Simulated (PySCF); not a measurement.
# Energy profile

The step: Si₂H₄ ([SiH][SiH3]) + H₂O → Si₂H₆O ([OH][SiH2][SiH3]); bonds formed: Si1–H3; dative contacts that become bonds: Si1–O4; bonds broken: H3–O4 (atoms numbered as in the saddle structure below).

Si1  (-0.175, 1.016, 0.062)
Si2  (1.214, -0.831, 0.479)
H3  (-0.843, 1.522, -1.335)
O4  (-1.409, 0.393, -1.256)
H5  (-1.044, 1.087, 1.285)
H6  (0.415, -2.044, 0.816)
H7  (2.065, -1.139, -0.701)
H8  (2.106, -0.510, 1.629)
H9  (-2.328, 0.505, -0.979)
(Å)

Electronic energies by CCSD(T) at an estimated basis limit (MP2 extrapolated from triple and quadruple zeta, plus CCSD(T) − MP2 in triple zeta), on PBE0-D4/def2-TZVP structures; Si2H6O, closed shell; no counterpoise correction. Program: PySCF 2.14 with density fitting (its default auxiliary sets; JK sets also for MP2 and CCSD(T)). Basis: def2-TZVPP and def2-QZVPP. Cores are frozen in the correlated methods. Extrapolation: Hartree–Fock as exp(−7.88 √X), correlation as X^−2.97.

(1) Give the profile in kcal/mol, counted from the separated reactants. (Judge from chemistry; the value comes from the calculation.)

The T1 diagnostic stays at or below 0.016. The restricted Hartree–Fock reference is unstable towards an unrestricted one at one or more of these structures.

Results:

(1) The calculation gives:
```tsv
point	kcal/mol
separated: Si2H4 (linked as [SiH][SiH3]; Si1, Si2, H5, H6, H7, H8; singlet) + H2O (H3, O4, H9; singlet)	0.00
start structure	-17.10
saddle	6.64
end structure	-72.59
```

Losses and insertions of silylenes and their heavier kin drive the gas-phase chemistry of silicon and germanium vapour deposition.

For scale, one of the runs: CCSD(T)/def2-TZVPP, 199 basis functions, launched by `OMP_NUM_THREADS=4 python run.py`. Hardware: 4 CPU threads of an Arm Neoverse V1, shared host. Wall time 5.2 min; peak host memory 2.1 GiB.
